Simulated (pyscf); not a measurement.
This saddle point was located with ωB97X-D3(BJ)/def2-SVP in PySCF.

```
Ga
H 1 1.5536
H 1 1.5542 2 133.08
H 1 1.6721 2 104.67 3 -134.19
As 4 1.8943 1 98.39 2 -103.15
H 5 1.5310 4 126.89 1 -58.94
H 5 1.5311 6 89.81 4 70.58
H 1 1.6722 2 104.72 4 -91.51
```
Charge 0, spin multiplicity 1.

Surface: singlet, charge 0. Lowest wavenumbers (cm⁻¹): 876i, 225, 244, 355, 557.

**Question.** Name the species on either side of this saddle.

**Answer.** `[AsH3]` + `[GaH3]` ⇌ `[AsH3]` + `[GaH3]`, a four-centre exchange read from left to right: As–H, Ga–H broken and As–H, Ga–H formed. At CCSD(T)/def2-TZVPP + ΔMP2(QZVPP) it lies +1.20 eV from the left side and +1.20 eV from the right (each side as separated species at their lowest minima found). On the reactant side the descent ends in a complex, 0.20 eV under the separated species and 1.28 eV under the saddle at ωB97X-D3(BJ)/def2-TZVP. On the product side the descent ends in a complex, 0.20 eV under the separated species and 1.28 eV under the saddle at ωB97X-D3(BJ)/def2-TZVP. At the saddle there is also a short As–Ga contact that neither side keeps. At ωB97X-D3(BJ)/def2-TZVP the barrier from the zero used here is 1.08 eV. The same reactants have a lower exit, to H₂Ga–AsH₂ + H₂ (barrier +0.91 eV at ωB97M-D3(BJ)/def2-TZVP, against +1.27 eV here). One saddle was located; it need not be the lowest between these sides. The CCSD(T) − MP2 part came from Ansatz, without density fitting, on the same reference. The frozen core leaves the outer d or s,p core shells of the metals and heavy elements correlated in the MP2 and CC values, and def2-TZVPP describes them poorly, which can shift differences by a few kcal/mol. Elements up to Kr have no core potential and no relativistic terms here.
